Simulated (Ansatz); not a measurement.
Debugging a composite energy at a relaxed geometry of CH4ClSi, SMILES C[SiH]Cl (the Ansatz DFT code, driven from Python).

`run_composite.py`
```python
"""Relax CH4ClSi cheaply, then refine its energy."""

from dataclasses import dataclass
import logging
import sys
import warnings

import ansatz as az
import numpy as np

logging.basicConfig(stream=sys.stdout, format="%(name)s: %(message)s")
logger = logging.getLogger("ch4clsi")
logger.setLevel(logging.INFO)


@dataclass
class Settings:
    basis: str = "def2-SVP"
    xc: str = "b3lyp"
    dispersion: str = "d4"


opts = Settings()

GEOMETRY = """
C    -0.64305    0.46848   -0.33042
Si    1.02180   -0.40085   -0.05334
Cl    0.69886   -2.29637    0.62608
H    -0.49925    1.48481   -0.68351
H    -1.20871    0.51447    0.59923
H    -1.25288   -0.05651   -1.06101
H     1.88322    0.28597    0.90297
"""

warnings.simplefilter("ignore", az.DeckWarning)

mol = az.Crystal.molecule()
for line in GEOMETRY.strip().splitlines():
    symbol, *xyz = line.split()
    mol = mol.atom(symbol, [float(v) for v in xyz])

calc = (
    mol.calculation()
    .basis(gaussian=opts.basis)
    .functional(opts.xc, dispersion=opts.dispersion)
    .spin("collinear", total=1)
    .stress()
)
symbols = [site.symbol for site in mol.cartesian_sites]
start = np.array([site.position_ang for site in mol.cartesian_sites], dtype=float)
r = calc.relax(force_tolerance=0.01, max_steps=30).run().report
end = np.array(r["positions_ang"])
logger.info("final positions (A) and the move of each atom")
for symbol, xyz, old in zip(symbols, end, start):
    logger.info(f"{symbol:2s} {xyz[0]:10.5f} {xyz[1]:10.5f} {xyz[2]:10.5f}   {np.linalg.norm(xyz - old):7.4f}")

minimum = az.Crystal.molecule()
for symbol, place in zip(symbols, end):
    minimum = minimum.atom(symbol, place.tolist())
at_minimum = minimum.calculation().spin("collinear", total=1)
# MP2 extrapolated to the basis limit, plus the small-basis difference CCSD(T) - MP2
level = lambda method, basis: at_minimum.basis(gaussian=basis).correlation(method).run().report
small, large, cluster = level("mp2", "cc-pVDZ"), level("mp2", "cc-pVTZ"), level("ccsd_t", "cc-pVDZ")
corr = lambda each: (each["free_energy_ev"] - each["reference_energy_ev"]) / 27.211386246
mp2_limit = (27 * corr(large) - 8 * corr(small)) / 19
pieces = {"HF / cc-pVTZ": large["reference_energy_ev"] / 27.211386246, "MP2 correlation, DZ-TZ limit": mp2_limit, "CCSD(T) - MP2 / cc-pVDZ": corr(cluster) - corr(small)}
for name, value in pieces.items():
    logger.info(f"{name:32s} {value:14.6f} Ha")
logger.info(f"{'sum':32s} {sum(pieces.values()):14.6f} Ha")
print("T1 diagnostic", round(cluster["correlation"]["coupled_cluster"]["t1_diagnostic"], 4))
```

`python run_composite.py` gives:
```text
Traceback (most recent call last):
  File "run_composite.py", line 51, in <module>
    r = calc.relax(force_tolerance=0.01, max_steps=30).run().report
        ~~~~~~~~~~~~~~~~~~~~~~~~~~~~~~~~~~~~~~~~~~~~~~~~~~^^
  ...
ansatz.RefusalError: invalid value for `basis.gaussian`: such a run doesn't read output.stress; remove what it names
```
(Library frames cut from the traceback.)

Why does it end like this?

The fault: a molecule has no stress. The cap on steps that the faulty run carried goes too. The change:

```diff
--- before
+++ after
@@ -46,3 +46,2 @@
     .spin("collinear", total=1)
-    .stress()
 )
@@ -50,3 +49,3 @@
 start = np.array([site.position_ang for site in mol.cartesian_sites], dtype=float)
-r = calc.relax(force_tolerance=0.01, max_steps=30).run().report
+r = calc.relax(force_tolerance=0.01).run().report
 end = np.array(r["positions_ang"])
```

The mended script runs so:

```console
$ python run_composite.py
ch4clsi: final positions (A) and the move of each atom
ch4clsi: C    -0.63829    0.46769   -0.33213    0.0051
ch4clsi: Si    1.01920   -0.39651   -0.08959    0.0366
ch4clsi: Cl    0.68580   -2.33301    0.63197    0.0393
ch4clsi: H    -0.48072    1.49818   -0.68978    0.0237
ch4clsi: H    -1.18584    0.50736    0.62510    0.0352
ch4clsi: H    -1.26011   -0.06752   -1.06579    0.0140
ch4clsi: H     1.85995    0.32381    0.92022    0.0477
ch4clsi: HF / cc-pVTZ                        -788.700077 Ha
ch4clsi: MP2 correlation, DZ-TZ limit          -0.513846 Ha
ch4clsi: CCSD(T) - MP2 / cc-pVDZ               -0.052793 Ha
ch4clsi: sum                                 -789.266716 Ha
T1 diagnostic 0.0112
```

Total energies depend on the basis set; only differences at equal settings carry meaning. The sum leaves out core correlation, relativity, the Hartree-Fock basis error and zero-point energy; a DZ-TZ extrapolation is rough. The run takes the species as open-shell (spin multiplicity 2), which needn't be its ground state. b3lyp holds the VWN-RPA fit, as in Gaussian; the form of ORCA and Turbomole is b3lyp5. Inner cores stay frozen, so this is valence correlation. For Al to Cl the sets with a tight d function, cc-pV(X+d)Z, are usual. An extrapolation from small basis sets is rough. It ran for 24 s on 1 thread of Arm Neoverse V2, with other jobs on the host, peak memory 0.38 GiB.
